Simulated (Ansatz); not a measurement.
AlH$_{3}$O, SMILES `[OH][AlH2]` at its PBE0-D4/def2-TZVP geometry, where that method's forces vanish. The species carries charge 0 and has multiplicity 1.

```xyz
5

O     0.8810   -0.1938    0.8163
Al   -0.2086    0.0098   -0.4668
H     0.6647    0.0011    1.7265
H    -1.6706    0.5488   -0.1768
H     0.3334   -0.3658   -1.8992
```

What forces (eV/Å) does ωB97M-V/def2-TZVPP give on these atoms in Ansatz 0.2.0? (An estimate is asked.)

The calculation gave: 
```
O1   0.004  0.010  0.084
Al2 -0.128  0.018 -0.186
H3   0.030 -0.013 -0.023
H4   0.156 -0.057 -0.032
H5  -0.061  0.042  0.156
```
